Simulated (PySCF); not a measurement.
Level of theory: PySCF 2.14.0 with B3LYP-D3(BJ)/def2-TZVP. Gas-phase values, no solvent. B3LYP has the VWN-RPA correlation part, as in Gaussian. Delta-SCF ions had no search for a lower state. Excitations are Tamm–Dancoff values on a coarser integration grid. The basis has no diffuse functions, so Rydberg states are missing or too high.

Reference species (SMILES): `CC` (neutral, multiplicity 1).

```json
{
  "T1 excitation (TDA)": "8.99 eV",
  "vertical ionisation energy (Delta-SCF)": "12.26 eV"
}
```

Changed species: `[CH3][GeH3]`.

### Question
Predict the effect on the T1 excitation (TDA) and vertical ionisation energy (Delta-SCF).

### Answer
the T1 excitation (TDA) drops by 1.32 eV, to 7.67 eV; the vertical ionisation energy (Delta-SCF) falls by 1.07 eV, to 11.19 eV.
